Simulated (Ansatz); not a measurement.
## TO phonon frequency at X of zinc-blende AlAs at several levels of theory

No measured value is used here.

```csv
level (code),value (cm⁻¹),cell (Å³/atom)
LDA (Ansatz),332,22.29
BLYP (Ansatz),295,24.34
PBE (Ansatz),315,23.50
revPBE (Ansatz),309,23.89
RPBE (Ansatz),307,24.03
PBE-D3(BJ) (Ansatz),333,22.72
B3LYP (VWN-RPA form) (Ansatz),314,23.57
HSE06 (Ansatz),332,22.93
PBE0 (Ansatz),333,22.90
Hartree–Fock (Ansatz),334,23.70
```

PBE-D3(BJ): the dispersion coefficients are held fixed in the derivatives. Each level is taken at its own relaxed cell. K meshes differ between the levels. Ansatz's density-functional and Hartree–Fock values are scalar-relativistic unless marked +SOC, with PAW data made under PBE.

Ansatz is a quantum-chemistry and plane-wave program.
